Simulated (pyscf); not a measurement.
PySCF, gas phase, ωB97X-D3(BJ)/def2-SVP geometries.

Task: For the elementary gas-phase step H₂N–GaH₂ + H• → •HN–GaH₂ + H₂ (doublet surface; H–N broken, H–H formed), what barrier and reaction energy does B3LYP-D3(BJ)/def2-TZVP give, measured from the separated reactants?

Result: ΔE‡ = 0.54 eV, ΔE = +0.33 eV. ωB97M-D3(BJ)/def2-TZVP gives 0.80 eV and +0.51 eV. Zero-point energy shifts the barrier by -0.05 eV. It is a hydrogen abstraction, with an imaginary mode of 1032i cm⁻¹. •HN–GaH₂ lies 1.48 eV over its isomer [H₂N–GaH]• (electronic energy, ωB97M-D3(BJ)/def2-TZVP). This is the saddle that the search found; another between the same sides may lie lower. The angle at the transferred H is 158°. Elements up to Kr have no core potential and no relativistic terms here.
